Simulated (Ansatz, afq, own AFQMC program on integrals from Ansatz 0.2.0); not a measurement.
Integrals from Ansatz 0.2.0, then the random walk in our own AFQMC program (afq).

```yaml
crystal:
  periodic: [false, false, false]
  atoms:
    - {symbol: N, position_ang: [0.000000, -0.127563, 1.043850]}
    - {symbol: S, position_ang: [0.000000, 0.030547, -0.502691]}
    - {symbol: H, position_ang: [0.000000, 0.800886, 1.486090]}
basis:
  gaussian: {orbitals: cc-pVDZ}
total_charge: 1
magnetization: {spin_polarized: false, initial_magnetization: 1}
correlation: {method: ccsd_t, electrons: outside_noble_gas, hamiltonian_folder: ham}
```

```sh
$ ansatz run in.yaml --threads 1 --pin off --events-out ev --progress --plain --max-ram 1843MiB
```

afq runs on the folder ham with

```
--method phaseless --trial cisd --walkers 60 --populations 1 --least-time 40 --time-step 0.005 --steps-per-block 50 --equilibration-blocks 28 --max-blocks 300 --target-error 0.0004 --factor-cut 1e-05 --start spin_pure --seed 4658 --release-times 0.24,0.51,0.99,1.62,2.4 --release-step 0.03 --release-every 4 --taylor-order 6
```

Times are imaginary, in 1/Eh. The walk had a cap of 774 s.

```
orbitals 31  electrons 6 5  factors 235 of 374
reference energy -452.16937971 Eh
CCSD correlation -0.31157251 Eh in 16 cycles, weight of the determinant in the CISD state 0.8256
energy of the start -452.480952 Eh
 block  time / (1/Eh)  mean weight  energy / Eh
     1     0.250  0.9989  -452.476983
     2     0.500  0.9980  -452.480919
     3     0.750  0.9967  -452.486396
     4     1.000  1.0017  -452.487754
     5     1.250  1.0001  -452.490758
     8     2.000  1.0017  -452.492562
    17     4.250  0.9998  -452.492135
    41    10.250  1.0018  -452.504709
    65    16.250  1.0009  -452.496764
    89    22.250  0.9999  -452.498407
   113    28.250  0.9990  -452.515722
   137    34.250  0.9979  -452.499254
   161    40.250  1.0020  -452.495603
   177    44.250  0.9989  -452.485198
   185    46.250  1.0002  -452.497190
   209    52.250  1.0011  -452.494011
   233    58.250  1.0010  -452.498833
   257    64.250  1.0009  -452.508611
   281    70.250  0.9978  -452.518599
   305    76.250  1.0000  -452.490572
   321    80.250  0.9979  -452.497341
blocks merged  error / Eh  count
     1  0.001024  300
     2  0.001178  150
     4  0.001478  75
     8  0.001927  37
    16  0.001898  18
    32  0.001859  9
released: time / (1/Eh)  energy / Eh  error  mean overlap
  0.24  -452.499652  0.001550  0.9916
  0.51  -452.497590  0.001119  0.9956
  0.99  -452.497749  0.001020  0.9912
  1.62  -452.499182  0.001216  0.9878
  2.40  -452.499714  0.001291  0.9707
energy -452.499132 +/- 0.001927 Eh
(rows thinned)
```

Problem. Estimate how long the walk took on 1 thread of Arm Neoverse V2, with other jobs on the host.

Solution. 4.2 min of wall time.

The run failed at least one of its tests; the cautions name the faults.

Against this walk (error 52.4 meV) on the same determinant: CCSD(T) 99.8 meV higher (within the noise), CCSDT(Q) 31.7 meV higher (within the noise). The error is statistical and leaves out the bias of the constraint. None of these is a sure reference here. The released energies are still falling (meV from the phaseless value at times in 1/Eh: -14 ± 42 at 0.24, 42 ± 30 at 0.51, 38 ± 28 at 0.99, -1 ± 33 at 1.62, -16 ± 35 at 2.40), so they give no level.

Cautions: constraint bias not in the error; error above the target (52.4 against 10.9 meV); higher spins were not checked; a spin-contaminated unrestricted determinant lies lower (UHF 573 meV lower, ⟨S²⟩ 1.28); strong correlation (T1 0.048, weight of the determinant 0.83, largest double 0.17); the bias of populations of 60 walkers isn't removed.

CCSDT and higher add their correlation energy to the determinant of the CCSD(T) run, since their own runs factorise the integrals more tightly (a shift of under 2 meV). A walk keeps the symmetry of its determinant, which the program's search chose and which needn't be the lowest solution, so a lower state of the same spin and another symmetry isn't excluded.
